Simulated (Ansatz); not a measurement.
## HCN, singlet in 6-31G: errors against full CI

Geometry: a point of a stretch scan, not a stationary point.

```json
{"atom": "N", "x (Å)": "0.0000", "y (Å)": "0.0000", "z (Å)": "-1.4301"}
{"atom": "C", "x (Å)": "0.0000", "y (Å)": "0.0000", "z (Å)": "-0.2845"}
{"atom": "H", "x (Å)": "0.0000", "y (Å)": "0.0000", "z (Å)": "1.7145"}
```

Basis 6-31G; Ansatz 0.2.0. Only valence electrons are correlated (noble-gas cores frozen), which leaves 10 electrons in 18 orbitals. R marks a restricted (for open shells ROHF) determinant, U an unrestricted one. Active spaces: pair = (2e, 2o) about the gap.

Full CI is exact within this basis and frozen core; it isn't the basis-set limit. The frozen core follows each run's orbitals, which can shift R against U totals by a few meV.

Unrestricted rows (U) aren't spin-pure: their determinants' ⟨S²⟩ exceeds S(S+1) by up to 1.07, so they mix in states of higher spin.

The UHF ⟨S²⟩ is 1.066, the T1 diagnostic (RCCSD) is 0.0354 and the largest doubles amplitude (RCCSD) is 0.235.

From what is known of these methods and the diagnostics, rank them by the size of their error in total energy against full CI in 6-31G, smallest first (an estimate: the text doesn't fix the numbers).
A. NEVPT2 (pair space)
B. UHF
C. RCCSD
D. UCCSD(T)
E. UCCSD

D (23.0 kJ/mol), A (29.3 kJ/mol), C (34.3 kJ/mol), E (48.5 kJ/mol), B (607.7 kJ/mol).

All errors are against full CI in 6-31G. Within each family the higher level lies nearer, as is usual though not guaranteed.

The program itself flagged as in doubt: UCCSD(T), UCCSD.

The full-CI state has the irrep A1 of C2v, in the program's axes (one component, if the state is degenerate).

Natural occupations of full CI about the gap: 1.984 1.956 1.914 1.914 1.778 0.231 0.083 0.083 0.018 0.012; effectively unpaired electrons, Σ n²(2−n)², 0.44.
